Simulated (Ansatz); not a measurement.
Relaxing FeP₃

Theory: Ansatz 0.2.0, DFT PBE, scalar-relativistic, plane waves, PAW. Cutoff 420 eV, Γ-centred k mesh, Gaussian smearing, collinear spin, first started from parallel moments.

FeP₃ was placed on the Cu3Au (L1_2) structure type (Pm-3m, No. 221), with Fe in place of Au, P in place of Cu, at a guessed volume.

```yaml
crystal:
  lattice:
    - [3.94000, 0.00000, 0.00000]
    - [0.00000, 3.94000, 0.00000]
    - [0.00000, 0.00000, 3.94000]
  atoms:
    - { symbol: Fe, position: [0.00000, 0.00000, 0.00000] }
    - { symbol: P, position: [0.00000, 0.50000, 0.50000] }
    - { symbol: P, position: [0.50000, 0.00000, 0.50000] }
    - { symbol: P, position: [0.50000, 0.50000, 0.00000] }
```

Steps on the 4×4×4 mesh (4 atoms). 5 of 5 steps are shown, and the free energy counts from the last. Trial steps that were taken back and renewals of the plane-wave basis can be among the rows.

```
step  ΔF (meV/atom) V (Å³/atom) P (GPa)
   1           82.6        15.29   -10.49
   2            2.8        13.54    -2.80
   3            0.6        13.00     1.75
   4           -0.4        13.19     0.05
   5            0.0        13.19     0.05
```

A final relaxation ran on a 12×12×12 mesh. The relaxed crystal, Pm-3m (No. 221):

Space group Pm-3m (No. 221). a = 3.763 Å, b = 3.763 Å, c = 3.763 Å, α = 90.00°, β = 90.00°, γ = 90.00°
```csv
atom,site,symmetry,x,y,z
Fe,1a,m-3m,0.0000,0.0000,0.0000
P,3c,4/mm.m,0.0000,0.5000,0.5000
```

For FeP₃, the volume per atom is 13.32 Å³. The density is 4.64 g/cm³, the energy over the elements is 0.63 eV/atom and the gap on the 12×12×12 mesh is 0 eV (a metal). The net moment per atom is 0.46 μB and the largest site moment is 1.90 μB.

The zero of energy is the elements' standard structures at the same level; no fitted shifts are applied.

The final run used a 12×12×12 mesh on its 4-atom cell and 0.10 eV smearing. The k mesh leaves about 4 meV/atom of noise in metals.

A structure relaxed within its symmetry needn't be a true minimum.

Cost: 3 runs of about 0.99 core-minutes in all, on Intel Xeon 6975P-C (Granite Rapids) (shared hosts).